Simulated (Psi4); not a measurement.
# SiH3 (silyl radical) at UMP2/6-311++G(2d,2p) (density fitting, density fitting for correlation, sweep point 8)

What is the vertical doublet–quartet gap of SiH3 (silyl radical) at UMP2/6-311++G(2d,2p) (density fitting, density fitting for correlation, sweep point 8)? 

Program for the calculation: Psi4 1.11.

## Step 1: The structure to begin with

SiH3 has 4 atoms, charge 0, and is taken as a doublet. As SMILES, `[SiH3]`. Geometry: relaxed at PBE0-D4/def2-TZVP.

Bond lengths: Si1–H2 1.486 Å, Si1–H3 1.486 Å, Si1–H4 1.486 Å. Angles: H2–Si1–H3 111.2°, H2–Si1–H4 111.2°, H3–Si1–H4 111.2°.

## Step 2: The energy at UMP2/6-311++G(2d,2p) (density fitting, density fitting for correlation, sweep point 8)

Contents of h3si.dat:

```
memory 1600 MB

molecule geom {
  0 2
  Si     0.55516374    -0.05083363    -0.30997178
  H      1.05664036     1.25723479     2.12386319
  H     -0.42337424    -2.64873462     0.11362923
  H     -1.18842986     1.44233346    -1.92750175
  units bohr
  symmetry c1
}

set basis 6-311++G(2d,2p)
set reference uhf
set puream true
set scf_type df
set num_frozen_docc 5
set maxiter 100

energy('mp2')
```

Started as:

```bash
$ psi4 h3si.dat h3si.out -n 1
```

h3si.out:

```text
[...]
  Running in c1 symmetry.
[...]
  Nuclear repulsion =   15.603296027937279
[...]
  Multiplicity = 2
[...]
  Nalpha       = 9
  Nbeta        = 8
[...]
    Number of basis functions: 65
[...]
   @DF-UHF iter   1:  -290.61001336787683   -5.25851e-01   2.87532e-03 DIIS/ADIIS
[...]
   @DF-UHF iter  12:  -290.63620249816364   -2.89901e-12   4.19929e-09 DIIS
[...]
   @S^2 Observed:                7.548063338E-01
[...]
    Orbital Energies [Eh]
    ---------------------
    Alpha Occupied:
       1A    -68.789305     2A     -6.136023     3A     -4.249872
       4A     -4.239670     5A     -4.239670     6A     -0.728836
       7A     -0.492906     8A     -0.492904     9A     -0.336448
    Alpha Virtual:
      10A      0.054895    11A      0.075387    12A      0.075387
      13A      0.083408    14A      0.094671    15A      0.094671
      16A      0.123310    17A      0.196031    18A      0.196033
      19A      0.215772    20A      0.369705    21A      0.369705
      22A      0.374659    23A      0.405891    24A      0.405891
      25A      0.446313    26A      0.547856    27A      0.547857
[...]
  @DF-UHF Final Energy:  -290.63620249816364
   => Energetics <=
    Nuclear Repulsion Energy =             15.6032960279372794
    One-Electron Energy =                -433.5126932825521635
    Two-Electron Energy =                 127.2731947564512467
    Total Energy =                       -290.6362024981636409
  UHF NO Occupations:
  HONO-2 :    7  A 1.9997632
  HONO-1 :    8  A 1.9980730
[...]
 Multipole Moments:
 ------------------------------------------------------------------------------------
     Multipole            Electronic (a.u.)      Nuclear  (a.u.)        Total (a.u.)
 ------------------------------------------------------------------------------------
 L = 1.  Multiply by 2.5417464519 to convert [e a0] to [Debye]
 Dipole X            :          1.0127910           -0.9933632            0.0194278
 Dipole Y            :         -0.0927388            0.0909574           -0.0017814
 Dipole Z            :         -0.5655015            0.5546458           -0.0108557
 Magnitude           :                                                    0.0223262
[...]
```

Run time: 1.6 s. Hardware: 1 thread of Intel Xeon 6975P-C (Granite Rapids), shared host; peak memory 0.2 GiB.

## Step 3: The quartet, same level

Contents of h3si.in:

```
memory 1600 MB

molecule {
  0 4
  Si     0.55516374    -0.05083363    -0.30997178
  H      1.05664036     1.25723479     2.12386319
  H     -0.42337424    -2.64873462     0.11362923
  H     -1.18842986     1.44233346    -1.92750175
  units au
  symmetry c1
}

set {
  basis           6-311++G(2d,2p)
  reference       uhf
  puream          true
  scf_type        df
  num_frozen_docc 5
  maxiter         100
}

e, wfn = energy("mp2", return_wfn=True)
print_variables()
```

Started as:

```bash
$ psi4 -i h3si.in -o h3si.out -n 1
```

h3si.out:

```text
[...]
  Running in c1 symmetry.
[...]
  Nuclear repulsion =   15.603296027937279
[...]
  Multiplicity = 4
[...]
  Nalpha       = 10
  Nbeta        = 7
[...]
    Number of basis functions: 65
[...]
   @DF-UHF iter   1:  -290.26684182489004   -1.82679e-01   3.28140e-03 ADIIS/DIIS
[...]
   @DF-UHF iter  37:  -290.32350452156976   -9.60654e-12   8.10416e-09 DIIS
[...]
   @S^2 Observed:                3.773213773E+00
[...]
    Orbital Energies [Eh]
    ---------------------
    Alpha Occupied:
       1A    -68.836497     2A     -6.186525     3A     -4.295548
       4A     -4.294280     5A     -4.286020     6A     -0.839710
       7A     -0.660071     8A     -0.554874     9A     -0.388415
      10A     -0.141146
    Alpha Virtual:
      11A      0.050947    12A      0.053988    13A      0.073255
      14A      0.074067    15A      0.075253    16A      0.097192
      17A      0.130309    18A      0.160005    19A      0.177196
      20A      0.321229    21A      0.338329    22A      0.347077
      23A      0.347335    24A      0.351636    25A      0.399304
[...]
  @DF-UHF Final Energy:  -290.32350452156976
   => Energetics <=
    Nuclear Repulsion Energy =             15.6032960279372794
    One-Electron Energy =                -432.4224839661460464
    Two-Electron Energy =                 126.4956834166389967
    Total Energy =                       -290.3235045215697596
  UHF NO Occupations:
  HONO-2 :    8  A 1.0000000
  HONO-1 :    9  A 1.0000000
[...]
 Multipole Moments:
 ------------------------------------------------------------------------------------
     Multipole            Electronic (a.u.)      Nuclear  (a.u.)        Total (a.u.)
 ------------------------------------------------------------------------------------
 L = 1.  Multiply by 2.5417464519 to convert [e a0] to [Debye]
 Dipole X            :          0.8461891           -0.9933632           -0.1471740
 Dipole Y            :         -0.1881247            0.0909574           -0.0971673
 Dipole Z            :         -0.2574503            0.5546458            0.2971955
 Magnitude           :                                                    0.3455819
[...]
```

Wall time 2 s (1 thread of Intel Xeon 6975P-C (Granite Rapids), shared host); peak memory 0.2 GiB.

## Step 4: Summary of results

At UMP2/6-311++G(2d,2p) (density fitting, density fitting for correlation, sweep point 8), 5 core orbitals frozen:

```
                                                           quantity          value
                                              doublet: total energy  -290.74000 Eh
doublet: HOMO energy (Hartree–Fock orbitals) (highest over α and β)       -9.16 eV
 doublet: LUMO energy (Hartree–Fock orbitals) (lowest over α and β)        0.73 eV
               doublet: correlation energy (5 core orbitals frozen)     -103.8 mEh
                         doublet: ⟨S²⟩ of the reference determinant          0.755
                                              quartet: total energy  -290.42315 Eh
quartet: HOMO energy (Hartree–Fock orbitals) (highest over α and β)       -3.84 eV
               quartet: correlation energy (5 core orbitals frozen)      -99.6 mEh
                         quartet: ⟨S²⟩ of the reference determinant          3.773
                   vertical energy of the quartet above the doublet       8.622 eV
```

In words: At this shape the quartet lies 8.62 eV (199 kcal/mol) above the doublet.
